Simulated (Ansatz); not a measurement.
# CH₄ClSi+ (SMILES [SiH2+]CCl): one structure at several levels

One table from this session's results is given with a row withheld; the runs are named, their logs left out.

Computed with Ansatz 0.2.0, Gaussian basis. Level: single points in def2-TZVPP.

Correlated methods freeze the cores.

## Starting geometry

SMILES `[SiH2+]CCl`, 7 atoms, charge 1, spin multiplicity 1.

Atoms are counted from 1 here; the program's logs count them from 0.

Bond lengths: Si1–C2 1.868 Å, Si1–H4 1.483 Å, Si1–H5 1.471 Å, C2–Cl3 1.837 Å, C2–H6 1.092 Å, C2–H7 1.087 Å. Angles: C2–Si1–H4 119.2°, C2–Si1–H5 121.6°, H4–Si1–H5 119.2°, Si1–C2–Cl3 102.3°, Si1–C2–H6 113.3°, Si1–C2–H7 118.1°, Cl3–C2–H6 107.8°, Cl3–C2–H7 106.3°, H6–C2–H7 108.2°.

As a file:

```xyz
7
CH4ClSi
Si   -0.7690    0.3175   -0.6515
C     0.6435   -0.0129    0.5251
Cl    0.6066   -1.8432    0.6756
H    -1.5451   -0.8263   -1.1883
H    -1.1283    1.6846   -1.0597
H     0.4842    0.4077    1.5206
H     1.6491    0.2466    0.2039
```

The first run:

The input, run/in.yaml:

```yaml
crystal:
  periodic: [false, false, false]
  atoms:
    - {symbol: Si, position_ang: [-0.769000, 0.317500, -0.651500]}
    - {symbol: C, position_ang: [0.643500, -0.012900, 0.525100]}
    - {symbol: Cl, position_ang: [0.606600, -1.843200, 0.675600]}
    - {symbol: H, position_ang: [-1.545100, -0.826300, -1.188300]}
    - {symbol: H, position_ang: [-1.128300, 1.684600, -1.059700]}
    - {symbol: H, position_ang: [0.484200, 0.407700, 1.520600]}
    - {symbol: H, position_ang: [1.649100, 0.246600, 0.203900]}
basis:
  gaussian: {orbitals: def2-TZVPP}
total_charge: 1
correlation: {method: ccsd_t}
output: {forces: true}
```

The command line of these runs was not kept.

Among the steps run: CCSD(T)/def2-TZVPP; PBE0-D4/def2-TZVPP; wB97M-V/def2-TZVPP; r2SCAN-D4/def2-TZVPP; PBE-D4/def2-TZVPP; B97M-V/def2-TZVPP; revPBE-D4/def2-TZVPP.

One of the session's tables, all rows but one given; the rest of the session is left out.

```
   method  RMS force component (eV/Å)  angle to CCSD(T) forces (°)
  CCSD(T)                       0.357                    reference
  PBE0-D4                       0.461                         12.8
  wB97M-V                       0.413                          8.2
r2SCAN-D4                       0.396                         15.2
   PBE-D4                       0.428                         24.9
   B97M-V                           ?                            ?
revPBE-D4                       0.391                         25.9
```

Estimate the missing values for B97M-V.

As computed: RMS force component (eV/Å): 0.416; angle to CCSD(T) forces (°): 12.4. In the column «RMS force component (eV/Å)» it lies between wB97M-V (0.413) and PBE-D4 (0.428).
